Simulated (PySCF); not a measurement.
benzene (C₆H₆), SMILES c1ccccc1.

Geometry: TPSSh-D3(BJ)/def2-SVP.

Two levels are set side by side: PBE/def2-TZVP (PySCF) and PBE0/def2-TZVP (PySCF). Same geometry, gas phase. Differences are taken from unrounded values.

```csv
quantity,PBE
orbital gap (eV),5.11
highest occupied level (eV),-6.29
lowest empty level (eV),-1.17
mean polarisability (bohr³),66.5
```

These are the PBE values. What does PBE0 give? (An estimate is asked for; the answer gives what the named calculation found.)


```tsv
quantity	PBE0	PBE minus PBE0
orbital gap (eV)	7.01	-1.90
highest occupied level (eV)	-7.26	0.98
lowest empty level (eV)	-0.25	-0.92
mean polarisability (bohr³)	65.5	1.0
```

Without exact exchange PBE keeps part of each electron's self-repulsion, which lifts occupied levels and narrows the gap. Differences between two approximate levels are no errors against the true value.

Rough cost on one machine, each run with all the roots and properties that it gave: PBE0 against PBE within a factor of 2.
